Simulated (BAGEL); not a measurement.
# [BSiNH7]− (SMILES [BH3-]N[SiH3]) at HF/STO-3G (density fitting with qzvpp-jkfit)

Aim: the vertical singlet–triplet gap of [BSiNH7]− at HF/STO-3G (density fitting with qzvpp-jkfit), from 2 runs. 

The results are computed with BAGEL 1.2.2.

### Step 1. Starting point

[BSiNH7]− has 10 atoms, charge -1, and is taken as a singlet. As SMILES, `[BH3-]N[SiH3]`. Geometry: relaxed at GFN2-xTB.

Bond lengths: B1–N2 1.566 Å, N2–Si3 1.674 Å, B1–H4 1.223 Å, B1–H5 1.215 Å, B1–H6 1.229 Å, N2–H7 1.009 Å, Si3–H8 1.494 Å, Si3–H9 1.478 Å, Si3–H10 1.497 Å. Some angles: B1–N2–Si3 126.7°, B1–N2–H7 110.3°, Si3–N2–H7 116.5°, N2–B1–H4 108.3°, N2–B1–H5 109.0°, N2–B1–H6 109.7°, N2–Si3–H8 108.1°, N2–Si3–H9 111.9°, N2–Si3–H10 121.6°, H4–B1–H5 110.6°.

### Step 2. The energy at HF/STO-3G (density fitting with qzvpp-jkfit)

File job.json:

```json
{ "bagel" : [

{
  "title" : "molecule",
  "basis" : "sto-3g",
  "df_basis" : "qzvpp-jkfit",
  "angstrom" : true,
  "geometry" : [
    { "atom" : "B", "xyz" : [   -0.793150,    0.869830,   -0.924190 ] },
    { "atom" : "N", "xyz" : [    0.010570,   -0.395850,   -0.473620 ] },
    { "atom" : "Si", "xyz" : [    0.646720,   -0.688680,    1.046850 ] },
    { "atom" : "H", "xyz" : [   -1.530790,    0.547840,   -1.845470 ] },
    { "atom" : "H", "xyz" : [   -1.439730,    1.284740,    0.017350 ] },
    { "atom" : "H", "xyz" : [   -0.014500,    1.739080,   -1.310270 ] },
    { "atom" : "H", "xyz" : [    0.515080,   -0.786550,   -1.255720 ] },
    { "atom" : "H", "xyz" : [    1.373650,   -1.992680,    1.003330 ] },
    { "atom" : "H", "xyz" : [   -0.411740,   -0.814970,    2.071310 ] },
    { "atom" : "H", "xyz" : [    1.643890,    0.237240,    1.670420 ] }
  ]
},
{ "title" : "hf", "charge" : -1 },
{ "title" : "print", "file" : "orbitals.molden", "orbitals" : true }

]}
```

Run with:

```bash
$ BAGEL_NUM_THREADS=1 BAGEL job.json > job.out
```

The program printed:

```text
* using 1 threads per process

  ===============================================================
  ===============================================================

  *** Geometry ***

  { "atom" : "B", "xyz" : [     -1.498836,      1.643740,     -1.746466 ] },
  { "atom" : "N", "xyz" : [      0.019974,     -0.748048,     -0.895012 ] },
  { "atom" : "Si", "xyz" : [      1.222124,     -1.301417,      1.978260 ] },
  { "atom" : "H", "xyz" : [     -2.892774,      1.035268,     -3.487433 ] },
  { "atom" : "H", "xyz" : [     -2.720695,      2.427807,      0.032787 ] },
  { "atom" : "H", "xyz" : [     -0.027401,      3.286385,     -2.476051 ] },
  { "atom" : "H", "xyz" : [      0.973360,     -1.486364,     -2.372967 ] },
  { "atom" : "H", "xyz" : [      2.595822,     -3.765619,      1.896019 ] },
  { "atom" : "H", "xyz" : [     -0.778076,     -1.540070,      3.914209 ] },
  { "atom" : "H", "xyz" : [      3.106502,      0.448319,      3.156636 ] },

  Number of auxiliary basis functions:      406

  Since a DF basis is specified, we compute 2- and 3-index integrals:
    o Being stored without compression. Storage requirement is 0.002 GB

  Number of basis functions:       26
  Number of electrons      :       33

    * METHOD: MOLECULE                             0.11

  *** RHF ***

  === Nuclear Repulsion ===
   106.5880879341

      * DIIS with orbital gradients will be used.

  === RHF iteration (sto-3g) ===
      0       -367.62784817          0.01477239           0.01
      1       -367.67914008          0.00434025           0.01
      2       -367.68379641          0.00102003           0.01
      3       -367.68413901          0.00011696           0.01
      4       -367.68414550          0.00003529           0.01
      5       -367.68414618          0.00000302           0.01
      6       -367.68414618          0.00000066           0.01
      7       -367.68414618          0.00000011           0.01
      8       -367.68414618          0.00000002           0.01
      9       -367.68414618          0.00000001           0.01
    * SCF iteration converged.

    * Permanent dipole moment:
           (   -1.526694,     1.529553,    -1.431913) a.u.

    * METHOD: HF                                   0.14

    * METHOD: PRINT                                0.00

  ===============================================================
```

Run time: 0.42 s. Hardware: 1 thread of Intel Xeon at 2.60GHz (Ice Lake), shared host; peak memory 0.083 GiB.

### Step 3. The triplet

File input.json:

```json
{ "bagel" : [

{
  "title" : "molecule",
  "basis" : "sto-3g",
  "df_basis" : "qzvpp-jkfit",
  "angstrom" : "true",
  "geometry" : [
    { "atom" : "B", "xyz" : [      -0.793150,       0.869830,      -0.924190 ] },
    { "atom" : "N", "xyz" : [       0.010570,      -0.395850,      -0.473620 ] },
    { "atom" : "Si", "xyz" : [       0.646720,      -0.688680,       1.046850 ] },
    { "atom" : "H", "xyz" : [      -1.530790,       0.547840,      -1.845470 ] },
    { "atom" : "H", "xyz" : [      -1.439730,       1.284740,       0.017350 ] },
    { "atom" : "H", "xyz" : [      -0.014500,       1.739080,      -1.310270 ] },
    { "atom" : "H", "xyz" : [       0.515080,      -0.786550,      -1.255720 ] },
    { "atom" : "H", "xyz" : [       1.373650,      -1.992680,       1.003330 ] },
    { "atom" : "H", "xyz" : [      -0.411740,      -0.814970,       2.071310 ] },
    { "atom" : "H", "xyz" : [       1.643890,       0.237240,       1.670420 ] }
  ]
},

{
  "title" : "uhf",
  "charge" : -1,
  "nopen" : 2
},

{
  "title" : "print",
  "file" : "orbitals.molden",
  "orbitals" : "true"
}

]}
```

Run with:

```bash
$ BAGEL_NUM_THREADS=1 BAGEL input.json > input.out
```

The program printed:

```text
* using 1 threads per process

  ===============================================================
  ===============================================================

  *** Geometry ***

  { "atom" : "B", "xyz" : [     -1.498836,      1.643740,     -1.746466 ] },
  { "atom" : "N", "xyz" : [      0.019974,     -0.748048,     -0.895012 ] },
  { "atom" : "Si", "xyz" : [      1.222124,     -1.301417,      1.978260 ] },
  { "atom" : "H", "xyz" : [     -2.892774,      1.035268,     -3.487433 ] },
  { "atom" : "H", "xyz" : [     -2.720695,      2.427807,      0.032787 ] },
  { "atom" : "H", "xyz" : [     -0.027401,      3.286385,     -2.476051 ] },
  { "atom" : "H", "xyz" : [      0.973360,     -1.486364,     -2.372967 ] },
  { "atom" : "H", "xyz" : [      2.595822,     -3.765619,      1.896019 ] },
  { "atom" : "H", "xyz" : [     -0.778076,     -1.540070,      3.914209 ] },
  { "atom" : "H", "xyz" : [      3.106502,      0.448319,      3.156636 ] },

  Number of auxiliary basis functions:      406

  Since a DF basis is specified, we compute 2- and 3-index integrals:
    o Being stored without compression. Storage requirement is 0.002 GB

  Number of basis functions:       26
  Number of electrons      :       33

    * METHOD: MOLECULE                             0.11

  *** Open-shell HF ***

  === Nuclear Repulsion ===
   106.5880879341

      * DIIS with orbital gradients will be used.

  === UHF iteration (sto-3g) ===
      0       -367.30753800          0.02194186           0.02
      1       -367.37207119          0.00836843           0.02
      2       -367.38664992          0.00397054           0.02
      3       -367.39136514          0.00155516           0.02
      4       -367.39291306          0.00048233           0.02
      5       -367.39326401          0.00027653           0.02
      6       -367.39343495          0.00011427           0.02
      7       -367.39345031          0.00004265           0.02
      8       -367.39345179          0.00001987           0.02
      9       -367.39345255          0.00000791           0.02
     10       -367.39345264          0.00000420           0.02
     11       -367.39345268          0.00000151           0.02
     12       -367.39345269          0.00000077           0.02
     13       -367.39345269          0.00000048           0.02
     14       -367.39345269          0.00000020           0.02
     15       -367.39345269          0.00000009           0.02
     16       -367.39345269          0.00000004           0.02
     17       -367.39345269          0.00000002           0.02
     18       -367.39345269          0.00000001           0.02
    * SCF iteration converged.

    * S^2 (UHF) is 2.0169

    * Permanent dipole moment:
           (   -0.669163,     1.496785,    -0.084401) a.u.

    * METHOD: UHF                                  0.40

    * METHOD: PRINT                                0.00

  ===============================================================
```

It took 0.69 s on 1 thread of Intel Xeon at 2.60GHz (Ice Lake), shared host; peak memory 0.083 GiB.

### Step 4. What came out

At HF/STO-3G (density fitting with qzvpp-jkfit):

| quantity | value |
| --- | --- |
| singlet: total energy | -367.68415 Eh |
| singlet: HOMO energy | -0.35 eV |
| singlet: LUMO energy | 18.79 eV |
| singlet: HOMO–LUMO gap (to an unbound level, set by the basis) | 19.14 eV |
| triplet: total energy | -367.39345 Eh |
| triplet: ⟨S²⟩ | 2.017 |
| vertical energy of the triplet above the singlet | 7.910 eV |

In words: At this shape the triplet lies 7.91 eV (182 kcal/mol) above the singlet. For an anion a state so high probably lies above electron detachment. In a minimal basis such a difference can be off by several eV, whatever the method.
